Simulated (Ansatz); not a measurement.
Relaxation of H₄Si (5 atoms, charge 0, multiplicity 1), to a largest force component of 0.03 eV/Å in at most 50 steps.

These are results of Ansatz 0.2.0, RKS B3LYP-D4/def2-SVP, not measurements.

```xyz
5
Properties=species:S:1:pos:R:3
Si -0.990 0.000 0.239
H 1.432 0.000 1.329
H 1.638 0.000 0.637
H -0.437 1.106 -0.675
H -0.437 -1.106 -0.675
```

Where does it end, and by what steps?

It converged. After 7 steps the energy has fallen by 0.288 eV; H2 moved furthest, 0.46 Å.

```csv
step,energy less start (eV),largest force component (eV/Å),accepted
0,0.0000,1.749,yes
1,-0.1332,0.380,yes
2,-0.2569,0.238,yes
3,-0.1662,1.316,no
4,-0.2819,0.148,yes
5,-0.2861,0.118,yes
6,-0.2874,0.044,yes
7,-0.2877,0.018,yes
```

```xyz
5
Properties=species:S:1:pos:R:3
Si -0.617 0.000 0.411
H 1.011 0.000 1.153
H 1.271 0.000 0.374
H -0.229 1.124 -0.542
H -0.229 -1.124 -0.542
```

Time of the run: 6 s on 1 thread of AMD EPYC 7R43 64-Core Processor (Zen 3), on a shared host, peak memory 0.1 GiB.
